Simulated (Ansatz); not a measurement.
We consider bcc Rb, described by PBE-D3(BJ) in Ansatz (plane waves, PAW).

Settings: plane-wave cutoff 520 eV, 14×14×14 k mesh, Fermi–Dirac smearing 0.05 eV, scalar-relativistic PAW data made under PBE.

Cell (relaxed at this level):

Rb is taken in the cubic space group Im-3m (No. 229), the bcc (W type) structure, Pearson symbol cI2. Lattice parameters: a = b = c = 5.553 Å, α = β = γ = 90.00°. Rb on 2a is coordinated by 8 Rb at 4.809 Å and 6 Rb at 5.553 Å. (Neighbours: up to the widest gap in distance over summed covalent radii, below 1.35, at either atom.)
(The calculation used a cell of 1 atom; values per cell refer to that cell.)

Question: Give the computed bulk modulus and pressure derivative B′ of the bulk modulus.

Answer: 
bulk modulus: 3.16 GPa
pressure derivative B′ of the bulk modulus: 3.7

The run finds no gap.

Measured, for comparison: bulk modulus 2.92 GPa (corrected for temperature and zero-point phonon effects, our sources range from 2.92 to 3.60; as tabulated in Levämäki et al. (2014), arXiv:1402.3671). Computed (rounded) less measured: bulk modulus not scored (sources differ).

The computed numbers hold no vibrational or temperature effects.

The result took around 50 core-seconds (rough).

Ansatz is a quantum-chemistry and plane-wave program.
